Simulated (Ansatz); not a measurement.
## RbRe3: from a trial structure to a relaxed crystal

Theory: DFT PBE, scalar-relativistic, plane waves, PAW in Ansatz. Cutoff 420 eV, Γ-centred k mesh, Gaussian smearing, no spin polarisation in the final step.

RbRe3 was placed on the TiAl3 (D0_22) structure type (I4/mmm, No. 139), with Rb in place of Ti, Re in place of Al, at a guessed volume.

```
Rb Re
1.0
    -2.11448    2.11448    4.72325
     2.11448   -2.11448    4.72325
     2.11448    2.11448   -4.72325
Rb Re
1 3
Direct
  0.00000 0.00000 0.00000
  0.50000 0.50000 0.00000
  0.25000 0.75000 0.50000
  0.75000 0.25000 0.50000
```

Steps on the 6×6×6 mesh (4 atoms). 12 of 12 steps are shown, and the free energy counts from the last. Trial steps that were taken back and renewals of the plane-wave basis can be among the rows.

```
step  ΔF (meV/atom) V (Å³/atom) P (GPa)
   1          730.3        21.12   -18.43
   2          511.5        18.61    -7.15
   3          462.5        17.34     2.91
   4          400.6        16.97     6.46
   5          300.5        16.75     8.21
   6          135.8        16.98     4.03
   7           25.7        16.76     5.07
   8           15.7        17.77    -5.90
   9            0.4        17.16     0.04
  10           77.8        16.41    10.04
  11            0.4        17.16    -0.05
  12            0.0        17.16     0.01
```

A final relaxation ran on a 12×12×12 mesh. The relaxed crystal, Fm-3m (No. 225):

```cif
data_structure
_symmetry_space_group_name_H-M 'Fm-3m'
_symmetry_Int_Tables_number 225
_cell_length_a 6.4966
_cell_length_b 6.4966
_cell_length_c 6.4966
_cell_angle_alpha 90.000
_cell_angle_beta 90.000
_cell_angle_gamma 90.000
_cell_volume 274.19
loop_
_atom_site_label
_atom_site_type_symbol
_atom_site_symmetry_multiplicity
_atom_site_Wyckoff_symbol
_atom_site_fract_x
_atom_site_fract_y
_atom_site_fract_z
_atom_site_occupancy
Rb1 Rb 4 a 0.00000 0.00000 0.00000 1
Re1 Re 4 b 0.50000 0.00000 0.00000 1
Re2 Re 8 c 0.25000 0.75000 0.75000 1
```

```json
{"Volume per atom": "17.14 Å³", "Density": "15.60 g/cm³", "Energy over the elements": "1.93 eV/atom", "Gap on the 12×12×12 mesh": "0 eV (a metal)"}
```

The zero of energy is the elements' standard structures at the same level; no fitted shifts are applied.

The final run used a 12×12×12 mesh on its 4-atom cell and 0.10 eV smearing. For metals, differences of a few meV/atom aren't resolved. Spin–orbit coupling is left out.

Symmetry constrained the relaxation, so the result can be a saddle point.

Cost: 3 runs of about 1.7 core-minutes in all, on Arm Neoverse V1 (shared hosts).